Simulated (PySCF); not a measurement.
# C4H11OP: the cost of one run

Computed with PySCF 2.14.0, with density-fitted response routines of our own, on a single molecule, in the gas phase or a continuum. Atoms count from 0, in the outputs and in this text.

## Step 1: The molecule as given

17 atoms, charge 0, multiplicity 1; geometry from: GFN2-xTB. The atoms were then displaced at random by about 0.01 Å, so the start is not that level's minimum.

Bonds of the start (Å): C0–C1 1.49, C1–P2 1.82, P2–O3 1.49, P2–C4 1.84, C4–C5 1.52, C0–H6 1.10, C0–H7 1.09, C0–H8 1.08, C1–H9 1.11, C1–H10 1.09, P2–H11 1.39, C4–H12 1.12, C4–H13 1.11, C5–H14 1.08, C5–H15 1.10, C5–H16 1.09.

## Step 2: Relaxing the molecule at PBE0-D3(BJ)/def2-SVP

Job settings and geometry (Å):

```
{"job": {"xc": "PBE0", "basis": "def2-SVP", "d3": "d3bj", "grid": 1, "shake": 0.01, "kind": "geom"}, "charge": 0, "multiplicity": 1}
C     -2.281310     0.339370    -0.101670
C     -1.551130    -0.889710     0.307920
P      0.217180    -0.871850    -0.121770
O      0.943880    -2.144410     0.130350
C      1.015700     0.553340     0.719450
C      2.483770     0.600690     0.333250
H     -1.979860     1.221790     0.483260
H     -3.355690     0.230690     0.032170
H     -2.124690     0.589300    -1.137260
H     -1.613630    -1.059760     1.399010
H     -1.960120    -1.777680    -0.172580
H      0.252330    -0.480650    -1.450330
H      0.486860     1.499660     0.455810
H      0.895890     0.397020     1.813500
H      2.582660     0.758100    -0.735080
H      3.019470     1.396440     0.874780
H      2.952160    -0.350500     0.565920
```

Launch:

```
OMP_NUM_THREADS=1 python probes_run.py task.json out
```

One launch serves the whole session: the jobs run in the order shown.

**Question.** How long does this first job take on 1 thread of Arm Neoverse V2, shared host, and how much memory does it need?

About 63 s, with a peak of 0.62 GiB.
